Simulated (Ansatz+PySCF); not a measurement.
Results of a calculation; reference values are marked as such.
## Ansatz (development build ahead of 0.2.0) run

```yaml
crystal:
  periodic: [false, false, false]
  atoms:
    - { symbol: C, position_ang: [0.0, 0.00189, -1.09209] }
    - { symbol: C, position_ang: [0.0, 0.18832, 0.1973] }
    - { symbol: C, position_ang: [0.0, 0.03149, 1.52321] }
    - { symbol: "N", position_ang: [0.0, -0.04066, 2.69667] }
    - { symbol: H, position_ang: [0.0, -1.01728, -1.534] }
    - { symbol: H, position_ang: [0.0, 0.83625, -1.7911] }
basis:
  gaussian: { orbitals: cc-pVTZ }
magnetization:
  initial_magnetization: 1
hamiltonian:
  xc: hf
correlation:
  method: mp2
  frozen_orbitals: { C: 1, H: 0, "N": 1 }
output:
  forces: true
```

The input is written out in the form of the current development build from the run's settings. Correlation on restricted open-shell orbitals is semicanonical, with singles.

Results

| Quantity | Value |
| --- | --- |
| Converged | yes |
| Reference energy | -169.16309 hartree |
| Correlation energy | -0.63930 hartree |
| Total energy | -169.80239 hartree |
| Spin squared of the determinant | 0.750 |
| Stability test | minimum among restricted orbitals |
| Occupied orbitals by symmetry in an Abelian subgroup (alpha; beta) | 12 A' 2 A''; 11 A' 2 A'' |

Forces (eV/Å):
```tsv
atom	Fx	Fy	Fz
C1	0.000	-0.562	-0.581
C2	0.000	0.018	-0.010
C3	0.000	0.065	-1.570
N4	0.000	-0.092	1.704
H5	0.000	0.671	0.347
H6	0.000	-0.100	0.111
```

Caution: an unrestricted determinant lies well below; forces differ strongly between restricted and unrestricted references.
